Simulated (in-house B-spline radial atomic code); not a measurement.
Values are calculated unless marked as measured or tabulated.
## F ion on O atom: potential, deflection and energy transfer

The pair potential comes from two frozen, spherical free-atom densities (PBE, B-spline radial code, scalar-relativistic past argon): electrostatics plus the change in Thomas-Fermi kinetic and Dirac exchange energy where they overlap, the recipe behind the universal ZBL potential, which averages such potentials (from solid-state densities) over many pairs. It is written V = (Z1 Z2 e²/r) φ(r/a), with e² = 14.3996 eV·Å and a = 0.46850 Å/(Z1^0.23 + Z2^0.23); ZBL's fit is φ = 0.18175 e^(−3.1998x) + 0.50986 e^(−0.94229x) + 0.28022 e^(−0.4029x) + 0.02817 e^(−0.20162x). Where φ falls below 4e-4 it is continued as an exponential.

Masses 19.0 and 16.0 u.

| x = r/a | φ, this pair | φ, ZBL |
| --- | --- | --- |
| 0.1 | 0.9118 | 0.8928 |
| 0.25 | 0.7975 | 0.7647 |
| 0.5 | 0.655 | 0.6096 |
| 1 | 0.4677 | 0.4164 |
| 1.5 | 0.3475 | 0.2995 |
| 2 | 0.2648 | 0.2218 |
| 3 | 0.1569 | 0.1292 |
| 4 | 0.0953 | 0.08026 |
| 5 | 0.06113 | 0.05224 |
| 6.5 | 0.03383 | 0.02914 |
| 8 | 0.01898 | 0.01705 |
| 10 | 0.008387 | 0.008778 |
| 12 | 0.003478 | 0.00474 |
| 14.5 | 0.00106 | 0.002328 |

**Question.** At x = 6.5 the electrostatic, kinetic and exchange parts are -23.88, 74.79 and -13.24 eV. Find r, V and φ.

**Answer.** a = 0.46850/(1.6576 + 1.6133) = 0.14323 Å, so r = 0.93102 Å. V = -23.88 + 74.79 + (-13.24) = 37.67 eV. The bare repulsion is 9 × 8 × 14.3996/0.93102 = 1113.6 eV, so φ = 0.0338, +16.1 % against ZBL's 0.0291. The kinetic (Pauli) term is 199 % of V here, as the other two terms together attract.

**Question.** The ion comes in at 1.583 keV with impact parameter 0.2865 Å. The scattering integral gives a centre-of-mass angle of 63.79° and a closest approach of 2.957 a. What are the reduced energy, the energy passed on and the laboratory angles?

**Answer.** ε = E a M2/(Z1 Z2 e² (M1 + M2)) = 1583 × 6.3156e-05 = 0.1. The most that one collision can pass on is γE with γ = 4 M1 M2/(M1 + M2)² = 0.9927. Here T = γE sin²(θ/2) = 0.9927 × 1583 × 0.2792 = 438.8 eV. The ion turns by arctan(sin θ/(cos θ + M1/M2)) = 28.8°, and the struck atom leaves at (180° − θ)/2 = 58.1°. The closest approach is 0.424 Å. With ZBL the angle would be 57.39° and T = 362.4 eV.
